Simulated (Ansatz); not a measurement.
```xyz
10

Cl    1.7795    0.5294    1.5763
C     0.8884   -0.4042    0.3185
C    -0.6278   -0.2878    0.4264
C    -0.4917    0.5444   -0.8503
O     0.9117    0.2189   -0.9328
H     1.3581   -1.3869    0.3164
H    -1.1403   -1.2396    0.2898
H    -1.0023    0.2171    1.3129
H    -1.0315    0.1891   -1.7295
H    -0.6441    1.6197   -0.7277
```

Charge 0, multiplicity 1.

Q: List the PBE0/def2-TZVPP orbital energies in eV (Ansatz 0.2.0). (Best estimate.)

A: Ansatz gave: Occupied: -2767.09, -523.35, -281.35, -279.95, -278.81, -258.92, -197.25, -197.04, -197.03, -30.35, -23.49, -21.48, -19.41, -16.00, -14.87, -14.27, -13.50, -11.80, -11.25, -10.51, -9.64, -8.71, -8.39, -8.01. Lowest empty: 0.86, 1.35, 1.45, 1.87, 2.47, 3.02, 3.56, 4.18.
